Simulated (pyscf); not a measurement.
Elementary routes open to H₃C–CH₂–SiH₃ + CH₃• in the gas phase (doublet surface):
A. H₃C–CH₂–SiH₂• + CH₄ (H–Si broken; C–H formed)
B. H₃C–CH₃ + •H₂C–SiH₃ (C–C broken; C–C formed)

Structures and frequencies: ωB97X-D3(BJ)/def2-SVP in PySCF.

Question: Rank the routes by free-energy barrier at 298 K, lowest first, for ωB97M-D3(BJ)/def2-TZVP energies (ideal gas, 1 atm, RRHO with modes under 100 cm⁻¹ raised to 100, one conformer, R ln 2 for chiral ones without a mode under 150 cm⁻¹).

Answer: A (0.74 eV), B (2.47 eV)

Route A is the fastest of these, ahead of the next by 1.73 eV. The most stable products are those of A (ΔG = -0.48 eV), so kinetics and thermodynamics agree. At 1200 K A is still the fastest. Only these routes are compared; each barrier is that of the saddle found, and lower ones may exist.
